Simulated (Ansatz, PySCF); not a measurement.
propene (C3H6), SMILES C(C)=C.

Geometry optimised at r2SCAN-D4/def2-TZVP.

Vertical ionisation energy (IE) and electron affinity (EA) in eV. Rows of orbital energies are one-electron estimates. Where ΔSCF, EOM or ADC give a negative EA the extra electron is unbound and the value depends on the basis.

```csv
level,IE,EA
"−ε(HOMO), −ε(LUMO), M06-2X/def2-TZVPD (PySCF)",8.59,-0.68
"−ε(HOMO), −ε(LUMO), PBE/def2-TZVPD (PySCF)",6.25,0.67
"ΔSCF, CAM-B3LYP/def2-SVPD (Ansatz), final states of multiplicity 2 and 2",___,___
"ΔSCF, PBE/def2-SVPD (Ansatz), final states of multiplicity 2 and 2",9.78,-2.01
```

Task: Complete the blanks. (An estimate is asked for; the answer gives what the named calculation found.)

Result: 
- ΔSCF, CAM-B3LYP/def2-SVPD (Ansatz, a quantum-chemistry and plane-wave program), final states of multiplicity 2 and 2, IE: 9.83
- ΔSCF, CAM-B3LYP/def2-SVPD (Ansatz), final states of multiplicity 2 and 2, EA: -2.26

Task: What vertical singlet–triplet gap does ΔSCF give with CAM-B3LYP/def2-SVPD (Ansatz) and with PBE/def2-SVPD (Ansatz)? (Estimate from the structure and the level; the computed values follow.)

Result: 4.42 and 4.50 eV (triplet above singlet where positive).
